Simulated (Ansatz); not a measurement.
A calculation with Ansatz (development build ahead of 0.2.0).

```yaml
crystal:
  periodic: [false, false, false]
  atoms:
    - { symbol: "N", position_ang: [-0.06492, 0.03084, -0.26342] }
    - { symbol: O, position_ang: [-0.03578, 1.07558, 0.14632] }
    - { symbol: O, position_ang: [0.04438, -1.04918, 0.13172] }
basis:
  gaussian: { orbitals: def2-SVP }
magnetization:
  spin_polarized: true
  initial_magnetization: 1
hamiltonian:
  xc: hf
correlation:
  method: mp2
  frozen_orbitals: { "N": 1, O: 1 }
```

The input is written out in the form of the current development build from the run's settings.

The run gave:

```json
{
  "Converged": "yes",
  "Reference energy": "-203.86715 hartree",
  "Correlation energy": "-0.52078 hartree",
  "Total energy": "-204.38792 hartree",
  "Spin squared of the determinant": "0.764"
}
```
